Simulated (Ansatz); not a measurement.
# NH3 with CH4S: superposition error and deformation, part 3 of 3

Ansatz 0.2.0, Gaussian basis. The steps go on from the part before.

## (24) revPBE-D4/def2-TZVPPD

The inputs:

free-a/in.yaml

```yaml
crystal:
  periodic: [false, false, false]
  atoms:
    - {symbol: N, position_ang: [0.090682, -0.101727, -2.023058]}
    - {symbol: H, position_ang: [1.003481, 0.306739, -2.181841]}
    - {symbol: H, position_ang: [-0.196639, -0.534360, -2.892271]}
    - {symbol: H, position_ang: [-0.549859, 0.662038, -1.845227]}
basis:
  gaussian: {orbitals: "def2-TZVPPD.json"}
hamiltonian: {xc: {name: revPBE}, dispersion: d4}
```

free-b/in.yaml

```yaml
crystal:
  periodic: [false, false, false]
  atoms:
    - {symbol: C, position_ang: [-0.075926, -0.528172, 1.357287]}
    - {symbol: S, position_ang: [0.095485, 1.248017, 1.077688]}
    - {symbol: H, position_ang: [0.714444, -0.909395, 2.002694]}
    - {symbol: H, position_ang: [0.016891, -0.999937, 0.378997]}
    - {symbol: H, position_ang: [-1.053140, -0.775239, 1.770277]}
    - {symbol: H, position_ang: [-0.045421, 1.631936, 2.355555]}
basis:
  gaussian: {orbitals: "def2-TZVPPD.json"}
hamiltonian: {xc: {name: revPBE}, dispersion: d4}
```

Each run has its own folder and the same command.

Command:

```console
ansatz run in.yaml --threads 4 --pin off --events-out ev --progress --plain --max-ram 9574MiB
```

Log of free-a (excerpt; [...] marks lines left out):

```text
Functional definition: revPBE
  name "revPBE"
  cite "Zhang & Yang, Phys. Rev. Lett. 80, 890 (1998) doi:10.1103/PhysRevLett.80.890"
  cite "Perdew, Burke & Ernzerhof, Phys. Rev. Lett. 77, 3865 (1996) doi:10.1103/PhysRevLett.77.3865"
[...]
356 factors; their error is unknown
[...]
mean field -1539.33647956 eV, -56.5695722241 hartree, gradient 5.9e-5 eV, S^2 0.000000; 0 other end points of the search recorded, 0 dependent functions left out
reference -1539.33651348 eV, -56.5695734705 hartree; 5, 5 occupied and 83, 83 virtual orbitals, 356 factors
Total energy: -1539.39094548 eV, -56.5715738097 hartree
```

Output in free-b (excerpt; [...] marks lines left out):

```text
[... 4 set-up lines as earlier in the session ...]
[...]
728 factors; their error is unknown
[...]
mean field -11936.17693744 eV, -438.6464118197 hartree, gradient 1.9e-5 eV, S^2 0.000000; 0 other end points of the search recorded, 0 dependent functions left out
reference -11936.17700351 eV, -438.6464142476 hartree; 13, 13 occupied and 143, 143 virtual orbitals, 728 factors
Total energy: -11936.42878352 eV, -438.6556669922 hartree
```

Times: 0.25 s (free-a), 1.2 s (free-b) on 4 threads of Arm Neoverse V1, shared host.

## (25) B97M-V/def2-TZVPPD

The same edit goes into each in.yaml of step 24 (free-a, free-b):

```diff
-hamiltonian: {xc: {name: revPBE}, dispersion: d4}
+hamiltonian: {xc: {name: B97M-V}}
```

Each run has its own folder and the same command.

Command:

```console
ansatz run in.yaml --threads 4 --pin off --events-out ev --progress --plain --max-ram 9574MiB
```

Log of free-a (excerpt; [...] marks lines left out):

```text
[... 5 set-up lines as earlier in the session ...]
  # Of w^i u^j: cxij and so on, Table III.
[...]
  gx(w, u) = cx00 + cx01*u + cx02*u^2 + (cx10 + cx11*u)*w
[...]
  gos(w, u) = cos00 + cos01*u + cos03*u^3 + cos10*w + cos32*w^3*u^2
[...]
      + integral(e_c_pw_mod_opposite_spin*gos(b97_w_opposite, b97_u_opposite)) + vv10(b, c)
356 factors; their error is unknown
[...]
mean field -1539.43524970 eV, -56.5732019599 hartree, gradient 5.4e-5 eV, S^2 0.000000; 0 other end points of the search recorded, 0 dependent functions left out
reference -1539.43528950 eV, -56.5732034226 hartree; 5, 5 occupied and 83, 83 virtual orbitals, 356 factors
Total energy: -1539.43528950 eV, -56.5732034226 hartree
```

Log of free-b (excerpt; [...] marks lines left out):

```text
[... 5 set-up lines as earlier in the session ...]
  # Of w^i u^j: cxij and so on, Table III.
[...]
  gx(w, u) = cx00 + cx01*u + cx02*u^2 + (cx10 + cx11*u)*w
[...]
  gos(w, u) = cos00 + cos01*u + cos03*u^3 + cos10*w + cos32*w^3*u^2
[...]
      + integral(e_c_pw_mod_opposite_spin*gos(b97_w_opposite, b97_u_opposite)) + vv10(b, c)
728 factors; their error is unknown
[...]
mean field -11935.65481712 eV, -438.6272242519 hartree, gradient 6.3e-5 eV, S^2 0.000000; 0 other end points of the search recorded, 0 dependent functions left out
reference -11935.65489006 eV, -438.6272269323 hartree; 13, 13 occupied and 143, 143 virtual orbitals, 728 factors
Total energy: -11935.65489006 eV, -438.6272269323 hartree
```

They took 0.76 s (free-a), 3.2 s (free-b) on 4 threads of Arm Neoverse V1, shared host.

## (26) HSE06-D4/def2-TZVPPD

The same edit goes into each in.yaml of step 25 (free-a, free-b):

```diff
-hamiltonian: {xc: {name: B97M-V}}
+hamiltonian: {xc: hse06, dispersion: d4}
```

Each run has its own folder and the same command.

Command:

```console
ansatz run in.yaml --threads 4 --pin off --events-out ev --progress --plain --max-ram 9574MiB
```

Output in free-a (excerpt; [...] marks lines left out):

```text
[... 6 set-up lines as earlier in the session ...]
[...]
  # The whole range is PBE's own exchange, as in plane waves. The composition of these papers is wPBEh.
[...]
356 factors; their error is unknown
44 factors; integrals over basis functions are off by at most 2.7e-6 eV
[...]
mean field -1537.82551569 eV, -56.5140453262 hartree, gradient 3.2e-5 eV, S^2 0.000000; 0 other end points of the search recorded, 0 dependent functions left out
reference -1537.82554214 eV, -56.5140462982 hartree; 5, 5 occupied and 83, 83 virtual orbitals, 356 factors
Total energy: -1537.83374387 eV, -56.5143477059 hartree
```

Log of free-b (excerpt; [...] marks lines left out):

```text
[... 6 set-up lines as earlier in the session ...]
[...]
766 factors; their error is unknown
76 factors; integrals over basis functions are off by at most 1.2e-5 eV
[...]
mean field -11932.96090392 eV, -438.5282247676 hartree, gradient 6.9e-5 eV, S^2 0.000000; 0 other end points of the search recorded, 0 dependent functions left out
reference -11932.96095268 eV, -438.5282265596 hartree; 13, 13 occupied and 143, 143 virtual orbitals, 766 factors
Total energy: -11933.01248061 eV, -438.5301201760 hartree
```

Wall times: 0.35 s (free-a), 1.2 s (free-b) on 4 threads of Arm Neoverse V1, shared host.

## (27) CCSD(T)/def2-TZVPPD

The same edit goes into each in.yaml of step 26 (free-a, free-b):

```diff
-hamiltonian: {xc: hse06, dispersion: d4}
+correlation: {method: ccsd_t}
```

Each run has its own folder and the same command.

Command:

```console
ansatz run in.yaml --threads 4 --pin off --events-out ev --progress --plain --max-ram 9574MiB
```

Output in free-a (excerpt; [...] marks lines left out):

```text
[... 4 set-up lines as earlier in the session ...]
[...]
500 factors; integrals over basis functions are off by at most 6.5e-4 eV
[...]
mean field -1529.87713635 eV, -56.2219477728 hartree, gradient 4.9e-7 eV, S^2 0.000000; 0 other end points of the search recorded, 0 dependent functions left out
1 core orbitals not correlated: weight in the atoms' cores, before any rotation towards them, 1.000 or more for the frozen orbitals, at most 0.000 for the correlated occupied ones
reference -1529.87713635 eV, -56.2219477728 hartree; 4, 4 occupied and 83, 83 virtual orbitals, 500 factors
second order -6.43521178 eV of doubles, -0.00000000 eV of singles
cycle   1  -6.61123619 eV  change   -1.8e-1 eV  update   4.2e-2
[...]
cycle   9  -6.76751866 eV  change    3.0e-6 eV  update   5.7e-6
perturbative correction -0.21608246 eV, -0.0079408839 hartree
Total energy: -1536.86073747 eV, -56.4785903804 hartree
```

Output in free-b (excerpt; [...] marks lines left out):

```text
[... 4 set-up lines as earlier in the session ...]
[...]
874 factors; integrals over basis functions are off by at most 1.1e-3 eV
[...]
mean field -11911.86875721 eV, -437.7531026729 hartree, gradient 1.9e-6 eV, S^2 0.000000; 0 other end points of the search recorded, 0 dependent functions left out
6 core orbitals not correlated: weight in the atoms' cores, before any rotation towards them, 1.000 or more for the frozen orbitals, at most 0.000 for the correlated occupied ones
reference -11911.86875721 eV, -437.7531026729 hartree; 7, 7 occupied and 143, 143 virtual orbitals, 874 factors
second order -9.93987468 eV of doubles, -0.00000000 eV of singles
cycle   1  -10.55400514 eV  change   -6.1e-1 eV  update   6.4e-2
[...]
cycle   8  -10.86118405 eV  change   -2.9e-6 eV  update   1.7e-5
perturbative correction -0.43582487 eV, -0.0160162685 hartree
Total energy: -11923.16576613 eV, -438.1682600931 hartree
```

They took 0.5 s (free-a), 7 s (free-b) on 4 threads of Arm Neoverse V1, shared host; peak memory 1 GiB.

## (28) The split

```tsv
method	interaction with counterpoise (kJ/mol)	without	superposition error	deformation	binding energy
PBE-D4	-13.35	-13.90	0.55	0.24	-13.11
revPBE-D4	-12.07	-12.63	0.56	0.27	-11.80
BLYP-D4	-11.79	-12.39	0.60	0.31	-11.48
r2SCAN-D4	-12.07	-12.53	0.46	0.30	-11.77
B97M-V	-12.24	-12.68	0.44	0.39	-11.85
PBE0-D4	-12.80	-13.23	0.43	0.27	-12.53
B3LYP-D4	-12.27	-12.75	0.48	0.32	-11.95
HSE06-D4	-12.73	-13.15	0.42	0.27	-12.47
wB97X-V	-11.95	-12.37	0.42	0.29	-11.66
wB97M-V	-11.96	-12.50	0.54	0.34	-11.62
B2PLYP	-8.14	-9.00	0.86	0.32	-7.82
Hartree-Fock	-2.89	-3.19	0.30	0.35	-2.54
MP2	-11.30	-13.08	1.78	0.33	-10.97
CCSD	-9.45	-11.06	1.60	0.35	-9.10
CCSD(T)	-10.78	-12.56	1.79	0.34	-10.44
```

## (29) Outcome

This closing draws on all 3 parts.

| quantity | value |
| --- | --- |
| interaction, CCSD(T) | -10.78 kJ/mol |
| superposition error | 1.79 kJ/mol |
| deformation | 0.34 kJ/mol |
| binding energy | -10.44 kJ/mol |

In this basis the superposition error is 1.79 kJ/mol for CCSD(T) and 0.50 kJ/mol on average for the plain functionals: correlated methods borrow far more, since they need many more functions to converge. Deformation takes back 3 % of the interaction.
